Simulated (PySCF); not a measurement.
**Indirect couplings**

Geometry (Å), atoms numbered from 1 in this order:
```xyz
11

C    -1.7880    0.2095    0.3862
C    -0.3525   -0.0419    0.1292
N     0.3897   -1.0074    0.5689
C     1.6388   -0.7659    0.0375
C     1.5844    0.3621   -0.7161
O     0.3131    0.8299   -0.6584
H    -2.1854   -0.6107    0.9948
H    -1.9328    1.1589    0.9246
H    -2.3539    0.2706   -0.5556
H     2.4888   -1.4176    0.2305
H     2.2960    0.9271   -1.3106
```

Method: B3LYP/pcJ-1 (spin–dipole term only in couplings to heteroatoms)//PBE0-D3(BJ)/def2-SVP, PySCF 2.14.0 with density-fitted response routines; isolated molecule, single conformer, non-relativistic. Couplings are averaged over pairs made equivalent by symmetry, fast rotation or ring inversion, so a value needn't be that of the named pair in this geometry, while other rotamers aren't included; one pair stands for each set, and the list holds those of at least 1.5 Hz over up to four bonds, among pairs with at least one C or N or H atom (others weren't computed).

Isotopes: 13C, 1H, 17O, 15N. Couplings to quadrupolar nuclei such as 17O and 33S are rarely resolved in practice.

| pair | bonds | J (Hz) |
| --- | --- | --- |
| C1, C2 | 1 | 69.9 |
| C1, H7 | 1 | 136.4 |
| C2, O6 | 1 | 33.9 |
| N3, C4 | 1 | 3.6 |
| C4, C5 | 1 | ? |
| C4, H10 | 1 | ? |
| C5, O6 | 1 | ? |
| C5, H11 | 1 | 215.6 |
| C1, N3 | 2 | -8.8 |
| C1, O6 | 2 | ? |
| C2, C4 | 2 | -2.0 |
| C2, C5 | 2 | ? |
| C2, H7 | 2 | -7.4 |
| N3, O6 | 2 | ? |
| N3, H10 | 2 | ? |
| C4, H11 | 2 | 16.0 |
| C5, H10 | 2 | 20.3 |
| O6, H11 | 2 | -21.1 |
| H7, H8 | 2 | ? |
| C1, C4 | 3 | 4.2 |
| C2, H10 | 3 | 12.4 |
| C2, H11 | 3 | 8.4 |
| N3, H7 | 3 | -2.3 |
| O6, H7 | 3 | -3.3 |

**Question.** Estimate the withheld couplings, with signs.

**Answer.** 
- 1J(C4,C5) = 73.5 Hz (bond length 1.358 Å)
- 1J(C4,H10) = 202.6 Hz (bond length 1.088 Å, sp2 carbon)
- 1J(C5,O6) = 23.9 Hz (bond length 1.356 Å)
- 2J(C1,O6) = -11.8 Hz (angle at C2 118°)
- 2J(C2,C5) = 5.4 Hz (angle at O6 105°)
- 2J(N3,O6) = -4.5 Hz (angle at C2 113°)
- 2J(N3,H10) = -11.4 Hz (angle at C4 122°)
- 2J(H7,H8) = -16.3 Hz (mean over equivalent pairs that range from -19.1 to -14.6 Hz in this conformer)
